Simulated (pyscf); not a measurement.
Thermochemistry of product channels of H₂O (SMILES O) + •HC=CH₂ (SMILES [CH]=C) on the doublet surface, in kcal/mol, from ωB97M-D3(BJ)/def2-TZVP energies (ideal gas, 1 atm, RRHO with modes under 100 cm⁻¹ raised to 100, one conformer, R ln 2 for rigid chiral ones). Single points on ωB97X-D3(BJ)/def2-SVP structures (PySCF, gas phase).

```csv
products,ΔE,ΔH(298 K),ΔG(600 K),ΔG(900 K)
•H₂C–CH=O (SMILES [CH2]C=O) + H₂ (SMILES [H][H]),-10.4,-13.9,-9.4,-7.5
O (SMILES [O]) [triplet] + •H₂C–CH₃ (SMILES [CH2]C),+69.5,+69.9,+71.8,+72.6
```

These are energies of the channels, which say nothing of barriers. •H₂C–CH=O lies 6.7 kcal/mol over its isomer H₃C–C•=O, and others may lie lower still (electronic energy, ωB97M-D3(BJ)). Left out: orbital degeneracy and the spin-orbit lowering of O.
